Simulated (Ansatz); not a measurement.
```yaml
crystal:
  periodic: [false, false, false]
  atoms:
    - {symbol: C, position_ang: [1.310959, -0.223981, 0.032980]}
    - {symbol: C, position_ang: [0.303990, 0.639849, -0.034556]}
    - {symbol: C, position_ang: [-1.104041, 0.252171, -0.220916]}
    - {symbol: N, position_ang: [-1.671961, -0.812572, 0.164721]}
    - {symbol: H, position_ang: [2.333238, 0.106922, 0.168949]}
    - {symbol: H, position_ang: [1.149587, -1.293122, -0.064993]}
    - {symbol: H, position_ang: [0.505652, 1.707241, 0.008814]}
    - {symbol: H, position_ang: [-1.725449, 0.979280, -0.752120]}
    - {symbol: H, position_ang: [-1.013575, -1.401988, 0.680022]}
basis:
  gaussian: {orbitals: cc-pVDZ}
total_charge: 1
magnetization: {spin_polarized: true, initial_magnetization: 2}
hamiltonian: {xc: {name: SVWN5}}
```

```sh
$ ansatz run in.yaml --threads 2 --pin off --events-out ev --progress --plain --max-ram 4352MiB
```

Q: How does Ansatz answer? (Estimate.)

A: The calculation gave: The input was rejected before any iteration.
```
Error: a molecule whose nuclei and cores have a total charge of 30 cannot have a net charge of 1 together with 2 unpaired electrons
```
